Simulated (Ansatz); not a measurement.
Zinc-blende BeSe was calculated with rVV10 (Ansatz, an electronic-structure program, plane waves, PAW).

Numerical settings: plane-wave cutoff 520 eV, 12×12×12 k mesh, Fermi–Dirac smearing 0.01 eV, scalar-relativistic PAW data made under PBE.

Pressure at four volumes; x = ln(V/17.542 Å³). One pressure is withheld.

```
V (Å³/atom)        x  P (GPa)
-----------  -------  -------
16.490       -0.0618        ?
16.841       -0.0408     3.31
17.542        0.0000     0.00
18.595        0.0583    -3.88
```

Q: Pass a parabola P(x) through the three rows shown, estimate the bulk modulus and its pressure derivative near zero pressure, and predict the withheld pressure.

A: Slopes between the rows: (0.00 − (3.31))/(0.0000 − (-0.0408)) = -81.13 and (-3.88 − (0.00))/(0.0583 − (0.0000)) = -66.55 GPa. Their difference over the span 0.0991 is c = 14.58/0.0991 = 147.1 GPa, so P(x) = 3.31 + (-81.13)(x − (-0.0408)) + 147.1 (x − (-0.0408))(x − (0.0000)). At the middle row B = −dP/dx = −[-81.13 + 147.1 × 0.0408] = 75.1 GPa, and B′ = dB/dP = 2c/B = 3.9. At x = -0.0618 the parabola gives 5.20 GPa; the run gives 5.23 GPa. The Birch–Murnaghan fit to the energies at all volumes has B0 = 74.8 GPa and B′ = 3.9.

Measured, for comparison: bulk modulus 92.2 GPa (temperature not stated, not corrected to a static lattice; as tabulated in Inakpenu et al., APS March Meeting 2017, C27.9). Computed (rounded) less measured: bulk modulus -19 %.
